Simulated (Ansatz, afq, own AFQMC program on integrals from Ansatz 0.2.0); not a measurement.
## The C1–H3 bond of CHF, singlet, worked out

```csv
atom,x (Å),y (Å),z (Å)
C,-0.1260,-0.4787,-0.1172
F,0.8863,0.0518,0.4909
H,-0.7603,0.4269,-0.3736
```

The molecule and both fragments are relaxed with PBE0/def2-SVP; the fragments keep their bonds.

Basis def2-TZVP. Only valence electrons are correlated. Ansatz 0.2.0 and our own AFQMC program on the same integrals; the CISD trial comes from CCSD amplitudes, and released means the phaseless constraint is let go. Error bars are statistical, one sigma.

Total energies in eV. CBS is CCSD(T) at the limit of def2-TZVPP/QZVPP (extrapolated itself); the highest rung of each member is named.

Cautions: CHF (singlet): higher spins were not checked, restricted determinant unstable towards unrestricted (UHF 220 meV lower, ⟨S²⟩ 0.51); CF (doublet): the released energies are still falling, so no released level is given (meV from the phaseless value at times in 1/Eh: -1 ± 3 at 0.24, -11 ± 4 at 0.51, -14 ± 4 at 0.99, -17 ± 6 at 1.62, -18 ± 16 at 2.40), though the last usable value meets CCSDT(Q) within the noise.

```json
{"member": "CF, doublet", "count": "+1", "CCSD(T)/def2-TZVP": "-3744.5398", "highest rung in def2-TZVP": "-3744.5731", "which": "CCSDT(Q)", "CCSD(T)/CBS": "-3746.1426"}
{"member": "H (doublet)", "count": "+1", "CCSD(T)/def2-TZVP": "-13.6005", "highest rung in def2-TZVP": "-13.6005", "which": "FCI", "CCSD(T)/CBS": "-13.6059"}
{"member": "CHF, singlet", "count": "-1", "CCSD(T)/def2-TZVP": "-3761.4642", "highest rung in def2-TZVP": "-3761.5010", "which": "CCSDT(Q)", "CCSD(T)/CBS": "-3763.2236"}
```

Problem. Work out the best estimate of the bond energy: the CCSD(T)/CBS difference plus the step from CCSD(T) to the highest rung.

Solution. Sums with the counts: CCSD(T)/CBS 3.4751 eV, highest rung 3.3274 eV, CCSD(T)/def2-TZVP 3.3239 eV. The step is 3.3274 − 3.3239 = 0.0035 eV, so the best estimate is 3.4751 + (0.0035) = 3.4786 eV = 335.6 kJ/mol. The basis set is worth 0.151 eV of it. Zero-point, core-correlation and spin–orbit terms aren't in it.

Best estimates are given only where the step beyond CCSD(T) is under 0.3 eV and no member's determinant is very poor (T1 over 0.05, or 0.07 for open shells, ⟨S²⟩ too high by 0.3, two states mixed), so the hardest cases are missing from such tables.

CCSDT and higher add their correlation energy to the determinant of the CCSD(T) run, since their own runs factorise the integrals more tightly (a shift of under 2 meV). Each member of a difference takes its own highest rung, so a best estimate needn't equal the limit plus the step of one row.
